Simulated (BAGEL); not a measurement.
# B3LYP/6-31G(d) (density fitting with qzvpp-jkfit, spherical functions) run of HNO3 (peroxynitrous acid)

What is the energy change on altering one bond length of HNO3 (peroxynitrous acid) at B3LYP/6-31G* (density fitting with qzvpp-jkfit, spherical functions)? 

The calculation is run with BAGEL 1.2.2.

### 1 The molecule

The species is HNO3 (5 atoms), meant as a singlet with charge 0. SMILES: `O=NOO`. Geometry: relaxed at GFN2-xTB. This is one conformer, not always the lowest.

Bond lengths: O1–N2 1.201 Å, N2–O3 1.273 Å, O3–O4 1.436 Å, O4–H5 0.984 Å. Angles: O1–N2–O3 119.9°, N2–O3–O4 119.3°, O3–O4–H5 102.4°.

### 2 The energy at B3LYP/6-31G(d) (density fitting with qzvpp-jkfit, spherical functions)

Input file dft.json:

```json
{ "bagel": [

{
  "title": "molecule",
  "basis": "6-31gs.json",
  "df_basis": "qzvpp-jkfit",
  "angstrom": "true",
  "geometry": [
    { "atom": "O", "xyz": [       0.065910,      -0.913420,       1.047340 ] },
    { "atom": "N", "xyz": [      -0.887330,      -0.616080,       0.379900 ] },
    { "atom": "O", "xyz": [      -0.768700,       0.249290,      -0.545570 ] },
    { "atom": "O", "xyz": [       0.510450,       0.860430,      -0.776300 ] },
    { "atom": "H", "xyz": [       1.079670,       0.419780,      -0.105350 ] }
  ]
},

{
  "title": "ks",
  "xc_func": "b3lyp"
},

{
  "title": "print",
  "file": "orbitals.molden",
  "orbitals": "true"
}

]}
```

The basis set 6-31G* is read from a file made from the Basis Set Exchange's data (not shown).

Launch:

```sh
BAGEL_NUM_THREADS=1 BAGEL dft.json > dft.out
```

The log of the run:

```text
* using 1 threads per process

  ===============================================================
  ===============================================================

  *** Geometry ***

  { "atom" : "O", "xyz" : [      0.124552,     -1.726114,      1.979186 ] },
  { "atom" : "N", "xyz" : [     -1.676811,     -1.164222,      0.717907 ] },
  { "atom" : "O", "xyz" : [     -1.452632,      0.471090,     -1.030978 ] },
  { "atom" : "O", "xyz" : [      0.964611,      1.625977,     -1.466994 ] },
  { "atom" : "H", "xyz" : [      2.040281,      0.793269,     -0.199083 ] },

  Number of auxiliary basis functions:      326

  Since a DF basis is specified, we compute 2- and 3-index integrals:
    o Being stored without compression. Storage requirement is 0.009 GB

  Number of basis functions:       58
  Number of electrons      :       32

    * METHOD: MOLECULE                             0.08

  *** Kohn-Sham DFT ***

    * Removing 8190 points whose weight is below 1.00e-10
    * Grid points: 66340

  === Nuclear Repulsion ===
   123.3691381201

       - DIIS with orbital gradients will be used.

  === KS iteration (b3lyp / 6-31gs.json) ===
      0       -258.30836561          0.17068136           0.14
      1       -236.75309904          0.24845077           0.11
      2       -246.49890325          0.17806057           0.10
      3       -269.02139225          0.17744102           0.10
      4       -278.67844111          0.09328675           0.10
      5       -277.96804366          0.09955551           0.10
      6       -279.24956169          0.07359707           0.10
      7       -279.17635353          0.07396813           0.10
      8       -273.39365465          0.15697561           0.10
      9       -280.71558497          0.02107811           0.10
     10       -280.73097480          0.01918631           0.10
     11       -280.81814830          0.00133749           0.10
     12       -280.81854945          0.00065597           0.10
     13       -280.81858869          0.00052940           0.10
     14       -280.81864086          0.00009409           0.10
     15       -280.81864286          0.00001446           0.10
     16       -280.81864291          0.00001059           0.10
     17       -280.81864293          0.00000500           0.10
     18       -280.81864293          0.00000237           0.10
     19       -280.81864293          0.00000035           0.10
     20       -280.81864293          0.00000038           0.10
     21       -280.81864293          0.00000011           0.10
     22       -280.81864293          0.00000002           0.10
     23       -280.81864293          0.00000001           0.10
     24       -280.81864293          0.00000001           0.10
     25       -280.81864293          0.00000000           0.10
    * SCF iteration converged.

    * Permanent dipole moment:
           (   -0.346634,    -0.045822,    -0.056527) a.u.

    * METHOD: KS                                   2.82

    * METHOD: PRINT                                0.01

  ===============================================================
```

It took 3.3 s on 1 thread of Arm Neoverse V2, shared host; peak memory 0.21 GiB.

### 3 The distorted shape

Input file job.json:

```json
{ "bagel": [

{
  "title": "molecule",
  "basis": "6-31gs.json",
  "df_basis": "qzvpp-jkfit",
  "angstrom": true,
  "geometry": [
    { "atom": "O", "xyz": [   -0.573623,   -1.218970,    1.162697 ] },
    { "atom": "N", "xyz": [   -1.526863,   -0.921630,    0.495257 ] },
    { "atom": "O", "xyz": [   -1.408233,   -0.056260,   -0.430213 ] },
    { "atom": "O", "xyz": [    0.510450,    0.860430,   -0.776300 ] },
    { "atom": "H", "xyz": [    1.079670,    0.419780,   -0.105350 ] }
  ]
},
{ "title": "ks", "xc_func": "b3lyp" },
{ "title": "print", "file": "orbitals.molden", "orbitals": true }

]}
```

The basis set 6-31G* is read from a file made from the Basis Set Exchange's data (not shown).

Launch:

```sh
BAGEL_NUM_THREADS=1 BAGEL job.json > job.out
```

The log of the run:

```text
* using 1 threads per process

  ===============================================================
  ===============================================================

  *** Geometry ***

  { "atom" : "O", "xyz" : [     -1.083990,     -2.303519,      2.197179 ] },
  { "atom" : "N", "xyz" : [     -2.885353,     -1.741628,      0.935900 ] },
  { "atom" : "O", "xyz" : [     -2.661175,     -0.106316,     -0.812985 ] },
  { "atom" : "O", "xyz" : [      0.964611,      1.625977,     -1.466994 ] },
  { "atom" : "H", "xyz" : [      2.040281,      0.793269,     -0.199083 ] },

  Number of auxiliary basis functions:      326

  Since a DF basis is specified, we compute 2- and 3-index integrals:
    o Being stored without compression. Storage requirement is 0.009 GB

  Number of basis functions:       58
  Number of electrons      :       32

    * METHOD: MOLECULE                             0.08

  *** Kohn-Sham DFT ***

    * Removing 7240 points whose weight is below 1.00e-10
    * Grid points: 67290

  === Nuclear Repulsion ===
   109.3290734601

       - DIIS with orbital gradients will be used.

  === KS iteration (b3lyp / 6-31gs.json) ===
      0       -238.29284150          0.14396445           0.14
      1       -155.38025149          0.14215663           0.10
      2       -241.34908895          0.15345733           0.10
      3       -253.17323763          0.13403980           0.09
      4       -250.74984030          0.14676219           0.09
      5       -252.29446546          0.14488842           0.10
      6       -266.63814496          0.12225473           0.10
      7       -160.03700288          0.20016586           0.10
      8       -278.21861997          0.07932397           0.10
      9       -269.79480832          0.13965437           0.10
     10       -275.39055160          0.08739701           0.10
     11       -280.37627539          0.03727398           0.10
     12       -280.05709545          0.05506718           0.10
     13       -280.74426662          0.00973958           0.09
     14       -280.75239382          0.00863183           0.10
     15       -280.76455388          0.00222627           0.09
     16       -280.75157022          0.00702874           0.09
     17       -280.76601378          0.00013891           0.10
     18       -280.76601710          0.00014477           0.10
     19       -280.76602378          0.00003790           0.10
     20       -280.76602399          0.00002879           0.09
     21       -280.76602420          0.00001472           0.09
     22       -280.76602422          0.00001399           0.10
     23       -280.76602426          0.00000248           0.10
     24       -280.76602426          0.00000096           0.10
     25       -280.76602426          0.00000044           0.10
     26       -280.76602426          0.00000006           0.10
     27       -280.76602426          0.00000001           0.10
    * SCF iteration converged.

    * Permanent dipole moment:
           (   -0.123824,     0.388828,    -0.463397) a.u.

    * METHOD: KS                                   2.95

    * METHOD: PRINT                                0.01

  ===============================================================
```

Wall time 3.3 s (1 thread of Arm Neoverse V2, shared host); peak memory 0.21 GiB.

### 4 Summary of results

At B3LYP/6-31G* (density fitting with qzvpp-jkfit, spherical functions):

| quantity | value |
| --- | --- |
| first shape: total energy | -280.81864 Eh |
| first shape: dipole moment | 0.90 D |
| first shape: HOMO energy | -8.27 eV |
| first shape: LUMO energy | -2.30 eV |
| first shape: HOMO–LUMO gap | 5.97 eV |
| distorted shape: total energy | -280.76602 Eh |
| distorted shape: dipole moment | 1.57 D |
| distorted shape: HOMO energy | -8.54 eV |
| distorted shape: LUMO energy | -5.63 eV |
| distorted shape: HOMO–LUMO gap | 2.91 eV |
| energy change with the O3–O4 bond stretched from 1.436 to 2.154 Å | 1.432 eV |

In words: One bond (distorted shape) is far stretched, which a spin-restricted single reference describes badly; a broken-symmetry solution may lie lower. With the O3–O4 bond stretched from 1.436 to 2.154 Å the energy rises by 1.43 eV (33 kcal/mol). The first shape isn't relaxed at this level, so the change isn't measured from a minimum. A restricted reference can't describe the breaking bond well at this length.
